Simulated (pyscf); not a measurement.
Thermochemistry of product channels of `[CH]#[CH]` + `[BrH]` on the singlet surface, in eV, from ωB97M-D3(BJ)/def2-TZVP energies (ideal gas, 1 atm, RRHO with modes under 100 cm⁻¹ raised to 100, one conformer, R ln 2 for rigid chiral ones). PySCF, gas phase, ωB97X-D3(BJ)/def2-SVP geometries.

```csv
products,ΔE,ΔH(298 K),ΔG(600 K),ΔG(900 K)
`[CH]#[C][Br]` + `[H][H]`,+1.01,+0.91,+1.00,+1.02
`[CH2]=[CH][Br]`,-1.46,-1.29,-0.51,-0.10
```

The channel to H₂C=CH–Br turns unfavourable between 298 and 1200 K (ΔG from -0.91 eV to +0.30 eV).

These are energies of the channels, which say nothing of barriers. Elements up to Kr have no core potential and no relativistic terms here.
